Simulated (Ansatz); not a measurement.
Zinc-blende MgS (metastable phase) was calculated with B3LYP (VWN-RPA form) (PAW; Ansatz, an electronic-structure program).

Run with plane-wave cutoff 460 eV, 8×8×8 k mesh, Fermi–Dirac smearing 0.01 eV, scalar-relativistic PAW data made under PBE.

Cell (relaxed at this level):

```
CELL_PARAMETERS angstrom
      0.00000    -2.85039     2.85039
      2.85039    -2.85039     0.00000
      2.85039     0.00000     2.85039
ATOMIC_POSITIONS crystal
  Mg 0.00000 0.00000 0.00000
  S  0.25000 0.25000 0.25000
```

Q: What does this level give for the bulk modulus B0, band gap, width of the whole s-p valence band and pressure derivative B′ of the bulk modulus?

A: 
bulk modulus B0: 56.6 GPa
band gap: 4.87 eV (on the SCF k mesh) (direct)
width of the whole s-p valence band: 12.16 eV
pressure derivative B′ of the bulk modulus: 4.0

Measured, for comparison: band gap 4.78 ± 0.1 eV (temperature not stated, extrapolated in composition from an alloy gap of 4.19 eV, direct; extrapolated from a Zn0.2Mg0.8S0.645Se0.355 epilayer; as tabulated in Lucero et al. (2012), arXiv:1111.4515).
